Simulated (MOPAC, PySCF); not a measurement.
C2H6O, SMILES `O(C)C`, neutral singlet in the gas phase. 

Cartesian coordinates (Å):
```xyz
9

C     -1.1564     0.0421     0.1980
O      0.0368     0.1016     0.9102
C      1.1612    -0.0290     0.1018
H     -1.2337     0.8512    -0.5574
H     -1.2789    -0.9242    -0.3333
H     -1.9862     0.1532     0.9104
H      1.1799    -0.9997    -0.4353
H      1.2251     0.7757    -0.6594
H      2.0523     0.0292     0.7428
```
Charge 0, multiplicity 1.

All levels are single points at this geometry (PBE0-D3(BJ)/def2-SVP); Pople sets use spherical d functions. Orbital energies aren't observables, and empty levels follow the basis.

HF/6-31G* in PySCF gives gap (eV) = 17.74.

### Question
Estimate the gap (eV) from each of these levels: TPSSh-D3(BJ)/def2-TZVP in PySCF; B3LYP/3-21G in PySCF; B3LYP/6-311+G** in PySCF; B3LYP/6-31G* in PySCF; M06-2X/6-31G* in PySCF; PBE/6-31G* in PySCF; SVWN5/6-31G* in PySCF; HF/3-21G in PySCF; AM1 in MOPAC; PM3 in MOPAC; PM6 in MOPAC; PM7 in MOPAC.

### Answer

```csv
level,gap (eV)
TPSSh-D3(BJ)/def2-TZVP in PySCF,7.73
B3LYP/3-21G in PySCF,9.61
B3LYP/6-311+G** in PySCF,7.40
B3LYP/6-31G* in PySCF,9.40
M06-2X/6-31G* in PySCF,12.47
PBE/6-31G* in PySCF,7.35
SVWN5/6-31G* in PySCF,7.14
HF/3-21G in PySCF,18.24
AM1 in MOPAC,13.79
PM3 in MOPAC,13.74
PM6 in MOPAC,12.18
PM7 in MOPAC,12.43
```
